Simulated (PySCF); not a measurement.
Vibration and rotation of OH⁻

RHF-CCSD(T) constants of OH⁻, ¹Σ⁺ (singlet), closed shell (PySCF, no relativity, basis sets H aug-cc-pVDZ, O aug-cc-pVDZ; masses 1.0078 and 15.9949 u):

* ωe: 3686.8 cm⁻¹
* ωexe: 97.0 cm⁻¹
* Be: 18.735 cm⁻¹
* αe: 0.787 cm⁻¹
* D (centrifugal): 0.00194 cm⁻¹

Give the vibrational terms G(v) and spacings up to v = 4.

G(v) = ωe(v+½) − ωexe(v+½)².

```csv
v,G(v) (cm⁻¹),G(v) − G(v−1),Bv (cm⁻¹)
0,1819,,18.34
1,5312,3493,17.55
2,8611,3299,16.77
3,11716,3105,15.98
4,14626,2911,15.19
```

Correlated steps freeze 1 core orbital. The CCSD T1 diagnostic is raised, a sign that a single reference may not be enough here.
